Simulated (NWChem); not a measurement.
nitrous oxide (N₂O); SMILES N#[N+][O-]

Computed with NWChem. Pople sets run with spherical d functions. Structure relaxed at the PBE0/def2-SVP level.

Q: Taking B3LYP/aug-cc-pVTZ as the yardstick, which of these has the fewest basis functions while keeping “highest occupied level (eV)” within 0.1 eV of it: B3LYP/def2-SVPD; B3LYP/STO-3G; B3LYP/6-31G*; B3LYP/def2-SVP; B3LYP/3-21G; B3LYP/def2-TZVP; B3LYP/6-31+G*; B3LYP/6-311++G**?

A: B3LYP/6-31+G*.
```csv
level,basis functions,highest occupied level (eV)
B3LYP/STO-3G,15,-6.53
B3LYP/3-21G,27,-8.87
B3LYP/6-31G*,42,-9.29
B3LYP/def2-SVP,42,-9.38
B3LYP/6-31+G*,54,-9.64
B3LYP/def2-SVPD,63,-9.67
B3LYP/6-311++G**,66,-9.66
B3LYP/def2-TZVP,93,-9.58
B3LYP/aug-cc-pVTZ,138,-9.62
```

The yardstick is one finite set, not the basis-set limit.
